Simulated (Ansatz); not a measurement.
The cluster B₂F⁻. The state is a triplet with charge -1. Geometry PBE0-D4/def2-TZVP, that of the neutral doublet; atoms count from 1.

```csv
atom,x (Å),y (Å),z (Å)
B1,-0.154,-0.014,-0.041
B2,0.653,1.078,0.730
F3,-0.498,-1.064,-0.690
```

The highest occupied level of the charge -1 triplet lies above zero (up to 0.66 eV). It is a level of β spin, whose loss leaves a quartet; that state wasn't run at this geometry and level. The electron is either unbound and held by the finite basis, or the level is raised by self-interaction error. The structure comes from a short search, and lower isomers may exist.

**Question.** Estimate the Mulliken populations from the PBE0/def2-TZVPD orbitals of Ansatz.

**Answer.** 
```json
{"atom": "B1", "charge (e)": "0.05", "spin (α − β)": "1.20"}
{"atom": "B2", "charge (e)": "-0.61", "spin (α − β)": "0.69"}
{"atom": "F3", "charge (e)": "-0.43", "spin (α − β)": "0.11"}
```
Mulliken values and Mayer orders depend strongly on the basis. With diffuse functions, as here, like atoms can get unlike values, and bond orders can come out too low or too high.

**Question.** Where does the spin sit?

**Answer.** Summed by element: B 1.89, F 0.11, of 2 unpaired in all. Largest on single atoms: B1 1.20, B2 0.69, F3 0.11.

**Question.** And the Mayer bond orders between bonded heavy atoms (over 0.3)?

**Answer.** B1–B2 0.76 (1.56 Å); B1–F3 1.39 (1.28 Å).
